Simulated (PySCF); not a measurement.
# C6H5: the cost of one run

Computed with PySCF 2.14.0, with density-fitted response routines of our own, on a single molecule in the gas phase. Atoms are numbered from 0 throughout.

## Step 1: The molecule as given

11 atoms, charge 1, multiplicity 1; geometry from: GFN2-xTB.

Bonds of the start (Å): C0–C1 1.20, C1–C2 1.47, C2–C3 1.44, C3–C4 1.40, C4–C5 1.36, C5–C3 1.40, C0–H6 1.05, C2–H7 1.09, C2–H8 1.09, C4–H9 1.07, C5–H10 1.07.

## Step 2: Optimising the geometry at PBE0-D3(BJ)/def2-SVP

The job: settings as JSON, then the geometry in Å.

```
{"job": {"xc": "PBE0", "basis": "def2-SVP", "d3": "d3bj", "grid": 1, "kind": "geom"}, "charge": 1, "multiplicity": 1}
C     -1.720390     1.041900     1.467040
C     -1.320510     0.254480     0.657790
C     -0.844890    -0.724840    -0.329240
C      0.548770    -0.368840    -0.297590
C      1.810710    -0.457330     0.294580
C      1.597430     0.471680    -0.677400
H     -2.131590     1.710460     2.168720
H     -1.322210    -0.541150    -1.295000
H     -1.047460    -1.736790     0.029920
H      2.473150    -0.914160     0.997040
H      1.967840     1.269930    -1.282850
```

On the command line:

```sh
$ OMP_NUM_THREADS=1 python probes_run.py task.json out
```

The driver reads the jobs from task.json and runs them one after another.

**Question.** How long does this first job take on 1 thread of Intel Xeon Platinum 8559C, shared host, and how much memory does it need?

About 23 s, with a peak of 0.43 GiB.
